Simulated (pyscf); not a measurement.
HO–Ga [singlet] + PH₃ -> H₂P–Ga [singlet] + H₂O, a four-centre exchange (singlet surface; Ga–O, H–P broken, Ga–P, H–O formed). Optimised with ωB97X-D3(BJ)/def2-SVP in PySCF. MP2 and CC: frozen core, UHF for open shells. ΔMP2 is the change of the MP2 total energy from the triple- to the quadruple-zeta basis. Energies in kcal/mol from the separated reactants.

Small-basis levels: PySCF, no dispersion term, spherical d functions. AM1 to PM7: differences of heats of formation from MOPAC, which are fitted to 298 K values and so differ in kind from electronic energies by zero-point and thermal terms. Cost: rough CPU time at the saddle relative to B3LYP/6-31G*+LANL2DZ, from one job on a shared machine.

| level | barrier | reaction energy | cost |
|---|---|---|---|
| HF/STO-3G | 39.9 | +42.0 | 0.7 |
| SVWN5/6-31G*+LANL2DZ | 6.8 | +23.4 | 1.0 |
| BP86/6-31G*+LANL2DZ | 20.2 | +25.2 | 2 |
| B3LYP/LANL2DZ | 17.1 | +31.6 | 0.7 |
| M06-2X/6-31G*+LANL2DZ | 23.4 | +23.8 | 2 |
| AM1 | -15.9 | -40.0 | under 0.02 |
| PM3 | -13.6 | +1.0 | under 0.02 |
| PM6 | -36.0 | -76.0 | under 0.02 |
| PM7 | 39.1 | +71.8 | under 0.02 |
| CCSD(T)/def2-TZVPP + ΔMP2(QZVPP) | 25.2 | +15.8 | – |

Against the last row the barrier runs from -61.2 (PM6) to +14.7 kcal/mol (HF/STO-3G). At HF/STO-3G, SVWN5/6-31G*+LANL2DZ, BP86/6-31G*+LANL2DZ, B3LYP/LANL2DZ, M06-2X/6-31G*+LANL2DZ, AM1, PM3, PM6, PM7 this geometry lies under one side, so the entry may be no barrier of that level: it is a single point on another level's saddle. CCSD(T)/def2-TZVPP + ΔMP2(QZVPP) has limits of its own. On the reactant side the descent ends in a complex, 6.1 kcal/mol under the separated species and 27.2 kcal/mol under the saddle at ωB97X-D3(BJ)/def2-TZVP. On the product side the descent ends in a bound adduct (not fully relaxed), 10.3 kcal/mol under the separated species and 17.9 kcal/mol under the saddle at ωB97X-D3(BJ)/def2-TZVP. At ωB97X-D3(BJ)/def2-TZVP the barrier from the zero used here is 21.1 kcal/mol. This is the saddle that the search found; another between the same sides may lie lower. The CCSD(T) − MP2 part came from Ansatz, without density fitting, on the same reference. The frozen core leaves the outer d or s,p core shells of the metals and heavy elements correlated in the MP2 and CC values, and def2-TZVPP describes them poorly, which can shift differences by a few kcal/mol. In the def2 sets elements up to Kr have no core potential.
